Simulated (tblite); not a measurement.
A geometry optimisation, step by step.

C5H12P (charge +1).
Numbering: `[CH3:1]/[CH:2]=[CH:3]/[PH2+:4][CH2:5][CH3:6]` (hydrogens: H7, H8, H9 on C1; H10 on C2; H11 on C3; H12, H13 on P4; H14, H15 on C5; H16, H17, H18 on C6)
Bond orders are those of one Lewis drawing.

Computed with GFN2-xTB (tblite), gas phase: L-BFGS steps from a force-field or distance-geometry start until the largest atomic force falls under 0.01 eV/Å. 9 of its 100 geometries are shown.

Step 0: E = -513.8416 eV, largest atomic force 1.264 eV/Å
```
atom  x, y, z in Å  |  force x, y, z in eV/Å
C1      3.324   -0.163   -0.014   -0.787   0.275   0.005
C2      1.905    0.136   -0.436    1.046  -0.158   0.692
C3      0.962    0.557    0.413    0.578   0.305  -0.404
P4     -0.681    0.896   -0.140    0.050   0.118   0.394
C5     -1.589   -0.564    0.458   -0.668   0.215  -0.419
C6     -3.064   -0.494    0.089   -0.466   0.205   0.239
H7      3.479    0.020    1.051   -0.126  -0.003  -0.154
H8      3.564   -1.200   -0.223    0.039  -0.040  -0.140
H9      4.013    0.472   -0.573   -0.084  -0.122  -0.064
H10     1.667   -0.022   -1.472    0.056   0.014  -0.285
H11     1.187    0.714    1.457   -0.078   0.054   0.111
H12    -0.713    1.050   -1.531   -0.116  -0.092   0.505
H13    -1.142    2.105    0.432    0.059  -0.643  -0.358
H14    -1.475   -0.636    1.535    0.172   0.096   0.265
H15    -1.148   -1.451    0.009    0.279  -0.093  -0.097
H16    -3.523    0.395    0.547    0.028  -0.359  -0.164
H17    -3.185   -0.425   -0.990   -0.102  -0.067   0.021
H18    -3.589   -1.385    0.454    0.122   0.298  -0.147
```

Step 12: E = -513.9962 eV, largest atomic force 0.142 eV/Å
```
atom  x, y, z in Å  |  force x, y, z in eV/Å
C1      3.350   -0.164   -0.017    0.033   0.021   0.032
C2      1.976    0.159   -0.427   -0.036   0.016  -0.011
C3      1.038    0.622    0.407   -0.070   0.042  -0.029
P4     -0.651    0.863   -0.096   -0.022  -0.076   0.018
C5     -1.638   -0.563    0.451    0.050   0.008   0.008
C6     -3.115   -0.477    0.079    0.013   0.008   0.006
H7      3.494    0.005    1.044    0.096   0.022   0.102
H8      3.580   -1.202   -0.250   -0.015  -0.050  -0.036
H9      4.051    0.443   -0.586    0.077   0.039  -0.017
H10     1.750    0.007   -1.474   -0.057   0.004  -0.057
H11     1.244    0.784    1.460   -0.019   0.012  -0.061
H12    -0.754    0.990   -1.465    0.029   0.008   0.075
H13    -1.196    2.019    0.425    0.054  -0.039  -0.029
H14    -1.501   -0.633    1.538   -0.070  -0.029  -0.030
H15    -1.161   -1.446    0.006   -0.085  -0.004   0.027
H16    -3.594    0.388    0.527    0.011   0.075   0.061
H17    -3.258   -0.424   -0.996    0.048  -0.005  -0.078
H18    -3.625   -1.364    0.440   -0.034  -0.053   0.021
```

Step 25: E = -514.0091 eV, largest atomic force 0.058 eV/Å
```
atom  x, y, z in Å  |  force x, y, z in eV/Å
C1      3.377   -0.140   -0.023   -0.004  -0.005   0.018
C2      1.997    0.179   -0.427    0.014   0.000  -0.031
C3      1.047    0.627    0.402    0.032  -0.037  -0.004
P4     -0.650    0.820   -0.085    0.000  -0.027   0.017
C5     -1.661   -0.588    0.465   -0.029  -0.039   0.017
C6     -3.132   -0.463    0.074    0.000   0.021  -0.014
H7      3.534    0.020    1.040    0.042   0.021  -0.001
H8      3.578   -1.185   -0.265    0.035   0.028   0.014
H9      4.094    0.452   -0.593   -0.056  -0.002   0.015
H10     1.767    0.012   -1.473   -0.037   0.003  -0.016
H11     1.251    0.818    1.450    0.010  -0.028   0.002
H12    -0.754    0.959   -1.450   -0.003  -0.036  -0.011
H13    -1.173    1.984    0.429   -0.037   0.011   0.018
H14    -1.553   -0.668    1.552    0.006   0.033   0.017
H15    -1.219   -1.492    0.031    0.013   0.004  -0.026
H16    -3.590    0.415    0.524    0.006   0.011   0.003
H17    -3.250   -0.402   -1.005   -0.003   0.003  -0.005
H18    -3.672   -1.341    0.423    0.011   0.037  -0.015
```

Step 37: E = -514.0243 eV, largest atomic force 0.068 eV/Å
```
atom  x, y, z in Å  |  force x, y, z in eV/Å
C1      3.424   -0.069   -0.049   -0.026   0.010   0.015
C2      2.018    0.160   -0.428    0.000   0.025   0.002
C3      1.061    0.550    0.423   -0.008  -0.055   0.007
P4     -0.643    0.709   -0.052    0.031   0.010   0.006
C5     -1.713   -0.649    0.503    0.047   0.019   0.005
C6     -3.148   -0.394    0.053    0.002   0.010  -0.002
H7      3.600    0.139    1.003    0.008   0.017  -0.002
H8      3.685   -1.109   -0.253    0.030   0.051  -0.034
H9      4.081    0.552   -0.657   -0.017  -0.051   0.007
H10     1.771   -0.007   -1.472    0.020  -0.015   0.022
H11     1.271    0.736    1.471    0.004  -0.022  -0.024
H12    -0.755    0.807   -1.421    0.023   0.017   0.017
H13    -1.172    1.880    0.443   -0.003   0.022  -0.027
H14    -1.641   -0.715    1.594   -0.015  -0.014   0.011
H15    -1.318   -1.582    0.087   -0.012  -0.010  -0.003
H16    -3.535    0.521    0.495   -0.047   0.021   0.013
H17    -3.207   -0.306   -1.030   -0.024  -0.013  -0.032
H18    -3.787   -1.216    0.360   -0.012  -0.022   0.020
```

Step 50: E = -514.0296 eV, largest atomic force 0.037 eV/Å
```
atom  x, y, z in Å  |  force x, y, z in eV/Å
C1      3.444   -0.041   -0.056    0.000   0.004   0.008
C2      2.029    0.145   -0.422   -0.002   0.005   0.005
C3      1.067    0.495    0.440   -0.003   0.009  -0.003
P4     -0.633    0.684   -0.042   -0.004  -0.009  -0.011
C5     -1.742   -0.647    0.510   -0.008  -0.001  -0.010
C6     -3.175   -0.378    0.051    0.017   0.003   0.004
H7      3.631    0.184    0.989   -0.007  -0.005   0.016
H8      3.740   -1.070   -0.261    0.014   0.009  -0.015
H9      4.071    0.595   -0.680    0.003  -0.012  -0.009
H10     1.784   -0.022   -1.465   -0.003   0.013   0.002
H11     1.282    0.665    1.489   -0.012  -0.005   0.004
H12    -0.712    0.778   -1.411   -0.005  -0.014  -0.016
H13    -1.144    1.879    0.417    0.019  -0.011   0.015
H14    -1.676   -0.720    1.601   -0.018   0.016  -0.015
H15    -1.361   -1.587    0.094   -0.010   0.000   0.004
H16    -3.560    0.544    0.483    0.002  -0.018  -0.001
H17    -3.231   -0.302   -1.034   -0.008  -0.008   0.020
H18    -3.822   -1.194    0.365    0.027   0.025   0.001
```

Step 62: E = -514.0307 eV, largest atomic force 0.023 eV/Å
```
atom  x, y, z in Å  |  force x, y, z in eV/Å
C1      3.454   -0.030   -0.058   -0.001   0.003   0.000
C2      2.036    0.146   -0.420    0.006  -0.007   0.002
C3      1.068    0.476    0.444    0.009   0.011  -0.010
P4     -0.629    0.667   -0.047    0.000  -0.003  -0.006
C5     -1.752   -0.649    0.509    0.004  -0.005   0.006
C6     -3.182   -0.371    0.051   -0.003   0.001   0.003
H7      3.641    0.191    0.990   -0.004  -0.014  -0.005
H8      3.760   -1.055   -0.271   -0.003   0.023   0.003
H9      4.074    0.614   -0.682   -0.003  -0.007   0.011
H10     1.793   -0.011   -1.465    0.003   0.008   0.005
H11     1.273    0.641    1.495    0.005  -0.018  -0.007
H12    -0.706    0.756   -1.417    0.000   0.000  -0.011
H13    -1.125    1.866    0.415   -0.009   0.008  -0.004
H14    -1.694   -0.709    1.601    0.005   0.000   0.006
H15    -1.384   -1.598    0.104    0.007  -0.001   0.001
H16    -3.561    0.555    0.479   -0.004   0.006   0.010
H17    -3.246   -0.300   -1.034    0.009  -0.011  -0.005
H18    -3.828   -1.183    0.373   -0.020   0.007   0.001
```

Step 74: E = -514.0343 eV, largest atomic force 0.057 eV/Å
```
atom  x, y, z in Å  |  force x, y, z in eV/Å
C1      3.471   -0.013   -0.044    0.005   0.026   0.002
C2      2.063    0.176   -0.438   -0.014  -0.023  -0.015
C3      1.060    0.420    0.415    0.026  -0.002   0.004
P4     -0.630    0.631   -0.091    0.027   0.012   0.006
C5     -1.769   -0.646    0.522    0.023   0.009   0.002
C6     -3.201   -0.360    0.076    0.003   0.025  -0.005
H7      3.624    0.130    1.022   -0.010  -0.039   0.002
H8      3.805   -1.012   -0.331   -0.036   0.036   0.025
H9      4.101    0.687   -0.594   -0.004   0.008  -0.005
H10     1.861    0.103   -1.501   -0.018   0.006  -0.001
H11     1.232    0.495    1.484    0.006  -0.005  -0.011
H12    -0.705    0.698   -1.463   -0.001  -0.026   0.003
H13    -1.114    1.847    0.342    0.006   0.010  -0.007
H14    -1.692   -0.656    1.615   -0.002  -0.034  -0.001
H15    -1.423   -1.616    0.151    0.002  -0.007   0.015
H16    -3.549    0.595    0.465   -0.014   0.017   0.001
H17    -3.275   -0.338   -1.010   -0.026  -0.017   0.002
H18    -3.866   -1.135    0.448    0.027   0.004  -0.017
```

Step 87: E = -514.0370 eV, largest atomic force 0.014 eV/Å
```
atom  x, y, z in Å  |  force x, y, z in eV/Å
C1      3.480    0.012   -0.035    0.004   0.000  -0.006
C2      2.080    0.203   -0.455    0.007   0.004   0.012
C3      1.060    0.367    0.395    0.002  -0.010  -0.002
P4     -0.624    0.594   -0.119   -0.004   0.000   0.000
C5     -1.782   -0.642    0.537   -0.001   0.000   0.000
C6     -3.213   -0.340    0.094   -0.001   0.005   0.006
H7      3.596    0.071    1.043   -0.001  -0.010  -0.001
H8      3.837   -0.958   -0.383    0.002  -0.001  -0.005
H9      4.114    0.760   -0.510   -0.006   0.004  -0.002
H10     1.902    0.204   -1.525   -0.007   0.000   0.003
H11     1.217    0.363    1.468   -0.005   0.010   0.006
H12    -0.699    0.610   -1.493    0.004  -0.003   0.004
H13    -1.086    1.834    0.268   -0.007   0.003  -0.006
H14    -1.700   -0.631    1.630    0.001   0.002   0.000
H15    -1.460   -1.629    0.191    0.004  -0.002  -0.004
H16    -3.537    0.638    0.444    0.002   0.006   0.005
H17    -3.306   -0.367   -0.990    0.003  -0.007  -0.003
H18    -3.887   -1.085    0.508   -0.001  -0.001  -0.007
```

Step 99: E = -514.0376 eV, largest atomic force 0.009 eV/Å
```
atom  x, y, z in Å  |  force x, y, z in eV/Å
C1      3.481    0.011   -0.036   -0.003   0.001  -0.005
C2      2.079    0.206   -0.447    0.001   0.005   0.003
C3      1.059    0.366    0.404    0.003  -0.004  -0.005
P4     -0.623    0.589   -0.122   -0.003   0.003  -0.002
C5     -1.783   -0.642    0.540   -0.003   0.002  -0.002
C6     -3.213   -0.336    0.096   -0.004   0.004   0.002
H7      3.603    0.041    1.042   -0.002  -0.002  -0.003
H8      3.843   -0.945   -0.415    0.000   0.003   0.001
H9      4.107    0.778   -0.494   -0.005   0.000   0.008
H10     1.897    0.215   -1.515    0.000  -0.006  -0.006
H11     1.210    0.361    1.477    0.002   0.001   0.001
H12    -0.687    0.585   -1.496    0.005  -0.001   0.005
H13    -1.092    1.834    0.241   -0.001  -0.003   0.004
H14    -1.700   -0.629    1.632    0.003   0.004   0.002
H15    -1.462   -1.630    0.194    0.002  -0.006   0.002
H16    -3.531    0.645    0.442   -0.002   0.001   0.001
H17    -3.306   -0.368   -0.988    0.003   0.000  -0.003
H18    -3.890   -1.076    0.513    0.003  -0.001  -0.002
```

Question: Summarise the path.

Answer: The energy falls by 18.90 kJ/mol from step 0 to step 99; nine tenths of that is first reached at step 32. It falls at every step. The largest force goes from 1.264 to 0.009 eV/Å. Among the bonds C1–C2 changes most, from 1.510 to 1.474 Å; the atoms move by 0.308 Å rms after alignment.

Question: Follow the three bonds and two angles with the largest change from start to end.

Answer: 
```csv
step,E above end (kJ/mol),largest force (eV/Å),C1–C2 (Å),P4–H13 (Å),P4–H12 (Å),C3–P4–C5 (°),C5–P4–H13 (°)
0,18.90,1.264,1.510,1.414,1.400,101.9,113.0
4,7.60,0.312,1.464,1.373,1.376,106.4,112.0
9,5.03,0.172,1.474,1.376,1.377,107.8,110.5
13,3.73,0.130,1.470,1.381,1.378,109.3,109.1
17,3.26,0.079,1.476,1.377,1.375,110.2,109.1
22,2.93,0.058,1.473,1.379,1.377,111.0,109.2
26,2.67,0.071,1.474,1.375,1.376,111.5,109.3
30,2.16,0.093,1.473,1.380,1.378,112.5,109.0
34,1.59,0.099,1.473,1.374,1.373,113.4,108.1
39,1.16,0.051,1.473,1.379,1.377,114.7,107.3
43,1.04,0.039,1.473,1.376,1.374,114.6,107.4
47,0.87,0.063,1.473,1.380,1.376,115.2,107.8
52,0.73,0.028,1.474,1.377,1.375,115.1,107.9
56,0.69,0.017,1.473,1.378,1.376,115.5,107.8
60,0.67,0.016,1.473,1.378,1.375,115.4,107.8
65,0.61,0.036,1.473,1.379,1.375,115.4,107.5
69,0.48,0.035,1.474,1.378,1.376,114.7,107.1
73,0.36,0.062,1.475,1.378,1.376,114.7,107.2
77,0.20,0.084,1.474,1.379,1.375,114.2,107.0
82,0.09,0.023,1.474,1.379,1.375,114.4,107.3
86,0.06,0.012,1.474,1.379,1.376,114.4,107.3
90,0.05,0.015,1.474,1.379,1.376,114.4,107.3
95,0.02,0.016,1.473,1.379,1.375,114.4,107.4
99,0.00,0.009,1.474,1.379,1.376,114.4,107.4
```
